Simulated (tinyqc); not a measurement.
A ladder of methods, and size consistency: correlation methods against full CI in the sto-6g basis, for H2O, spin multiplicity 1. Computed by the program tinyqc with PySCF. All electrons correlated; +Q is the Davidson correction (1 - c0^2) E_corr. The last columns treat two copies 100 angstrom apart as one system. FCI is the lowest singlet.

Geometry (angstrom):
```
atom,x,y,z
O,0.0000,0.0000,0.0000
H,0.0000,0.8840,0.7130
H,0.0000,-0.8840,0.7130
```

RHF energy of one = -75.643188 hartree

Correlation energies (hartree):
```
method,E_corr of one,share of FCI (%),E_corr of two at 100 angstrom,two minus twice one (mhartree)
MP2,-0.053848,68.8660,-0.107697,0.0000
CISD,-0.075951,97.1331,-0.144761,7.1417
CISD+Q,-0.079897,102.1787,-0.157723,2.0708
CCSD,-0.077934,99.6684,-0.155868,0.0000
CCSD(T),-0.078040,99.8036,-0.156079,0.0000
FCI,-0.078193,100.0000,-,-
```

What does the comparison show, and why?

MP2 recovers 69 %, CISD 97.1 % and CCSD 99.7 % of the FCI value (c0^2 = 0.948 in CISD). MP2 and coupled cluster are size consistent, so their last column vanishes; CISD loses 7.14 mhartree, since a double excitation on each copy is a quadruple of the pair, and the Davidson correction leaves +2.07.
